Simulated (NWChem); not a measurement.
Species: tert-butyl cation (C₄H₉ cation); SMILES C[C+](C)C

All runs: NWChem. Structure relaxed at the B3LYP/6-31G* (spherical d) level. Level: PBE/def2-SVP with COSMO at NWChem's default radii, gas-phase geometry; rows give the dielectric constant. Reactions with the solvent are ignored.

```csv
dielectric constant,electrostatic solvation energy (kcal/mol)
2.0,-30.0
2.4,-35.0
3.9,-44.7
25.0,(withheld)
78.4,-59.4
```

Task: Fill in the missing entries.

Result: 
- 25.0, electrostatic solvation energy (kcal/mol): -57.7
